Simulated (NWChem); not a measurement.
# methyl formate (C$_{2}$H$_{4}$O$_{2}$); SMILES COC=O

```xyz
8

C     -0.5252    -1.3244     0.0000
O      0.6848    -0.5441    -0.0001
C      0.5083     0.7866     0.0000
O     -0.5534     1.3599     0.0000
H     -1.1184    -1.1094    -0.8927
H     -0.2019    -2.3653     0.0053
H     -1.1233    -1.1020     0.8877
H      1.4937     1.2771     0.0002
```
Atoms are numbered in this order, from 1.

Computed with NWChem. Pople sets run with spherical d functions. Coordinates come from a B3LYP/6-31G* (spherical d) optimisation. Total energies compare along this basis series because the functional is fixed.

| level | basis functions | energy (Ha) | highest occupied level (eV) | orbital gap (eV) | dipole (D) |
|---|---|---|---|---|---|
| PBE/STO-3G | 24 | -225.7520 | -2.69 | 5.07 | 1.40 |
| PBE/3-21G | 44 | -227.5336 | -6.01 | 5.51 | 1.69 |
| PBE/6-31G* | 64 | -228.7980 | -6.23 | 5.51 | 1.82 |
| PBE/6-31+G* | 80 | -228.8118 | -6.72 | 5.48 | 1.94 |
| PBE/6-311G** | 96 | -228.8686 | -6.45 | 5.48 | 1.82 |
| PBE/6-311++G** | 116 | -228.8768 | -6.76 | 5.42 | 1.92 |
| PBE/def2-TZVPD | 190 | -228.9036 | -6.72 | 5.41 | 1.92 |
